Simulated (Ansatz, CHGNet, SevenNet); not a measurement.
Pyrite PtSb2: properties by level of theory

Reference values: lattice constant a 6.44 Å (measured, temperature not stated, not corrected to a static lattice; as tabulated in Saeed et al. (2013), arXiv:1402.4256).

```csv
level (code),lattice constant a (Å),enthalpy of formation (eV/atom)
CHGNet 0.3.0,…,…
SevenNet-0,…,-0.485
SevenNet-l3i5,6.551,-0.487
PBEsol-D3(BJ) (Ansatz),6.389,…
HSE06 (Ansatz),6.465,-0.625
PBE0 (Ansatz),6.462,-0.655
```

### Question
Some entries are withheld; supply them.

### Answer

- CHGNet 0.3.0, lattice constant a (Å): 6.558
- CHGNet 0.3.0, enthalpy of formation (eV/atom): -0.604
- SevenNet-0, lattice constant a (Å): 6.563
- PBEsol-D3(BJ) (Ansatz, a first-principles code), enthalpy of formation (eV/atom): -0.508

Machine-learned potentials (CHGNet 0.3.0, SevenNet-0, SevenNet-l3i5) are trained on DFT data: a solid inside that data is no test of them.

Caveats: the energies of CHGNet 0.3.0 can hold anion corrections fitted to measured formation enthalpies (CHGNet 0.3.0). Ansatz's density-functional and Hartree–Fock values are scalar-relativistic unless marked +SOC, with PAW data made under PBE.

The crystal itself was run without spin with PBEsol-D3(BJ), HSE06, PBE0; a magnetic state was not tried in these runs.

Computed values are for the static lattice.
